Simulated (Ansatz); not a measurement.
The input, for Ansatz 0.2.0:

```yaml
crystal:
  periodic: [false, false, false]
  atoms:
    - {symbol: B, position_ang: [0.000000, 0.000000, 0.187809]}
    - {symbol: B, position_ang: [0.000000, 0.000000, -1.332618]}
    - {symbol: H, position_ang: [0.000000, 0.000000, 1.144809]}
basis:
  gaussian: {orbitals: 6-31G}
magnetization: {spin_polarized: true, initial_magnetization: 3}
hamiltonian: {xc: hf}
output: {forces: true, orbitals: {seedname: orbitals}}
```

```sh
$ ansatz run in.yaml --threads 1 --pin off --events-out ev --progress --plain --max-ram 2393MiB
```

The program prints:

```
284 factors; integrals over basis functions are off by at most 1.3e-4 eV
mean field evaluation 1: about -1352.2354 eV, gradient 9.1e0 eV
mean field evaluation 2: about -1352.2439 eV, gradient 9.1e0 eV
mean field evaluation 4: about -1353.5192 eV, gradient 1.7e0 eV
mean field evaluation 8: about -1353.6141 eV, gradient 1.1e-1 eV
mean field -1353.61440210 eV, -49.7444117644 hartree, gradient 1.3e-5 eV, S^2 3.753645; 0 other end points of the search recorded, 0 dependent functions left out
the calculation of the forces begins
reference -1353.61440210 eV, -49.7444117644 hartree; 7, 4 occupied and 13, 16 virtual orbitals, 284 factors
Total energy: -1353.61440210 eV, -49.7444117644 hartree
Atom 0 at     0.000000     0.000000     0.187809 Å, force    -0.000000     0.000000   -10.913696 eV/Å
Atom 1 at     0.000000     0.000000    -1.332618 Å, force     0.000000     0.000000     0.230231 eV/Å
Atom 2 at     0.000000     0.000000     1.144809 Å, force     0.000000    -0.000000    10.683464 eV/Å
Dipole moment:     0.000000     0.000000     0.165800 e Å
```

Forces (eV/Å):
```
B     0.000   0.000 -10.914
B     0.000   0.000   0.230
H     0.000   0.000  10.683
```

Ran on 1 thread of Intel Xeon, shared host: 0.33 s wall, 0.07 GiB peak host memory.
